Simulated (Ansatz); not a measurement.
# CH7B (built from SMILES BC.[H][H]): a saddle search

Does the minimum-mode search get back to a saddle from here?

The runs use Ansatz 0.2.0, Gaussian basis; CAM-B3LYP-D4/def2-SVP.

**1. Starting geometry**

The start, a known saddle point with all atoms moved at random by about 0.06 Å a coordinate: 9 atoms, charge 0, spin multiplicity 1.

Atoms are counted from 1 here; the program's logs count them from 0.

Bond lengths: B1–C2 1.747 Å, B1–H3 1.114 Å, B1–H4 1.117 Å, B1–H5 1.306 Å, B1–H6 1.285 Å, C2–H7 1.122 Å, C2–H8 1.042 Å, C2–H9 1.148 Å. Angles: C2–B1–H3 105.2°, C2–B1–H4 108.8°, C2–B1–H5 51.1°, C2–B1–H6 105.1°, H3–B1–H4 126.1°, H3–B1–H5 105.6°, H3–B1–H6 98.6°, H4–B1–H5 128.3°, H4–B1–H6 111.1°, H5–B1–H6 54.2°, B1–C2–H7 121.9°, B1–C2–H8 94.1°, B1–C2–H9 116.9°, H7–C2–H8 112.1°, H7–C2–H9 102.2°, H8–C2–H9 109.4°.

Geometry (Å):

```
B     0.2225   -0.8247    0.2902
C    -0.3514    0.7917   -0.0438
H    -0.6297   -1.4950    0.0357
H     0.7861   -0.8146    1.2550
H     0.4181   -0.0881   -0.7700
H     0.9959   -1.1156   -0.6940
H    -0.9313    1.0348   -0.9735
H    -0.9438    0.8392    0.8121
H     0.4272    1.6344   -0.0163
```

**2. The search**

The input, run/in.yaml:

```yaml
crystal:
  periodic: [false, false, false]
  atoms:
    - {symbol: B, position_ang: [0.222458, -0.824750, 0.290169]}
    - {symbol: C, position_ang: [-0.351415, 0.791666, -0.043797]}
    - {symbol: H, position_ang: [-0.629726, -1.495035, 0.035727]}
    - {symbol: H, position_ang: [0.786124, -0.814598, 1.255038]}
    - {symbol: H, position_ang: [0.418143, -0.088104, -0.770027]}
    - {symbol: H, position_ang: [0.995894, -1.115578, -0.694007]}
    - {symbol: H, position_ang: [-0.931270, 1.034777, -0.973507]}
    - {symbol: H, position_ang: [-0.943770, 0.839202, 0.812106]}
    - {symbol: H, position_ang: [0.427170, 1.634379, -0.016288]}
basis:
  gaussian: {orbitals: def2-SVP}
hamiltonian: {xc: {name: CAM-B3LYP}, dispersion: d4}
saddle:
  f_tol: 0.02
  max_steps: 40
  mode_guess:
    - [0.3075, -0.3920, -0.1391]
    - [0.1008, 0.0967, -0.1929]
    - [-0.1066, 0.0271, 0.0888]
    - [-0.0278, 0.0312, 0.0837]
    - [-0.4479, 0.4294, 0.2925]
    - [0.0049, -0.1542, 0.0770]
    - [-0.0074, 0.0962, -0.0891]
    - [0.1705, -0.2672, -0.1046]
    - [0.0060, 0.1328, -0.0164]
```

Command:

```sh
$ ansatz run in.yaml --threads 2 --pin off --events-out ev --progress --plain --max-ram 4352MiB
```

What it wrote, cut to the lines that bear on the results:

```text
Functional definition: CAM-B3LYP
  name "CAM-B3LYP"
  cite "Yanai, Tew & Handy, Chem. Phys. Lett. 393, 51 (2004) doi:10.1016/j.cplett.2004.06.011"
  cite "Iikura, Tsuneda, Yanai & Hirao, J. Chem. Phys. 115, 3540 (2001) doi:10.1063/1.1383587"
  cite "Becke, Phys. Rev. A 38, 3098 (1988) doi:10.1103/PhysRevA.38.3098"
  cite "Lee, Yang & Parr, Phys. Rev. B 37, 785 (1988) doi:10.1103/PhysRevB.37.785"
  cite "Vosko, Wilk & Nusair, Can. J. Phys. 58, 1200 (1980) doi:10.1139/p80-159"
[...]
  # Exact exchange under (alpha + beta erf(omega r))/r, Becke's under what is left of 1/r.
[...]
707 factors; integrals over basis functions are off by at most 3.5e-4 eV
239 factors; integrals over basis functions are off by at most 7.8e-7 eV
[...]
mean field -1822.26124696 eV, -66.9668656529 hartree, gradient 2.6e-5 eV, S^2 0.000000; 0 other end points of the search recorded, 0 dependent functions left out
[...]
reference -1822.26134944 eV, -66.9668694190 hartree; 9, 9 occupied and 54, 54 virtual orbitals, 707 factors
[... from here to the last solve, the lines of the solves are left out (72 solves) ...]
saddle step   1: F+E_penalty+E_count = -1822.33396483 eV  max|allowed force component| = 2.799e0 eV/Å  curvature = -8.4656 eV/Å²  mode residual = 3.25e0 eV/Å²  Δτ_max = 0.0000 Å  (1 rotations, 3 force calls, 56 SCF iters)  cluster: 3 rotations left out, max|force component along them| = [...]
saddle step   7: F+E_penalty+E_count = -1822.78146287 eV  max|allowed force component| = 1.532e-2 eV/Å  curvature = -8.1335 eV/Å²  mode residual = 5.10e-1 eV/Å²  Δτ_max = 0.0027 Å  (1 rotations, 8 force calls, 114 SCF iters)  cluster: 3 rotations left out, max|force component along them| [...]
saddle step   8: F+E_penalty+E_count = -1822.78157164 eV  max|allowed force component| = 3.587e-3 eV/Å  curvature = -8.1450 eV/Å² (error put at 0.0049; -8.1497 at half of saddle.amplitude)  mode residual = 4.17e-1 eV/Å²  Δτ_max = 0.0111 Å  (1 rotations, 47 force calls, 606 SCF iters)  [...]
Total energy: -1822.78167523 eV, -66.9859910389 hartree
Atom 0 at     0.196920    -0.826941     0.237161 Å, force    -0.001039     0.001140     0.003587 eV/Å
Atom 1 at    -0.343155     0.828798    -0.065576 Å, force    -0.001713    -0.001095    -0.000995 eV/Å
Atom 2 at    -0.746074    -1.553665     0.068983 Å, force     0.001546     0.000413     0.000629 eV/Å
Atom 3 at     0.870703    -0.815559     1.232996 Å, force    -0.001070     0.000347    -0.002462 eV/Å
Atom 4 at     0.551613    -0.090174    -0.721886 Å, force    -0.000424     0.001002    -0.000619 eV/Å
Atom 5 at     1.009741    -1.102497    -0.717756 Å, force     0.001070    -0.000298     0.000024 eV/Å
Atom 6 at    -0.957979     0.993801    -0.961423 Å, force    -0.000370     0.001845     0.001474 eV/Å
Atom 7 at    -0.999711     0.904471     0.808393 Å, force    -0.000041    -0.001402    -0.001780 eV/Å
Atom 8 at     0.411550     1.623726     0.014524 Å, force     0.002041    -0.001951     0.000141 eV/Å
Dipole moment:     0.004587     0.345662    -0.225770 e Å
```

It took 45 s on 2 threads, shared host.

Step by step:

| step | energy from step 1 (eV) | largest force component (eV/Å) |
| --- | --- | --- |
| 1 | 0.0000 | 2.7994 |
| 2 | -0.3648 | 0.6887 |
| 3 | -0.4422 | 0.2584 |
| 4 | -0.4460 | 0.1159 |
| 5 | -0.4473 | 0.0484 |
| 6 | -0.4474 | 0.0372 |
| 7 | -0.4475 | 0.0153 |
| 8 | -0.4476 | 0.0036 |

Close pairs (by a distance rule), those that changed most:

| bond | before (Å) | after (Å) | change (Å) |
| --- | --- | --- | --- |
| B1–H3 | 1.114 | 1.202 | +0.089 |
| B1–H4 | 1.117 | 1.202 | +0.085 |
| C2–H8 | 1.042 | 1.096 | +0.054 |
| C2–H9 | 1.148 | 1.099 | -0.049 |
| B1–H5 | 1.306 | 1.260 | -0.045 |
| C2–H7 | 1.122 | 1.099 | -0.023 |
| B1–C2 | 1.747 | 1.768 | +0.020 |
| B1–H6 | 1.285 | 1.284 | -0.001 |

**3. Results**

| quantity | value |
| --- | --- |
| steps | 8 |
| energy change | -0.448 eV |
| last largest force | 0.0036 eV/Å |
| RMSD from the start | 0.084 Å |
| RMSD from the known saddle | 0.011 Å |

**Reading.** It converged in 8 steps at a force tolerance of 0.02 eV/Å. It is back at the known saddle, up to the shift that another level brings.
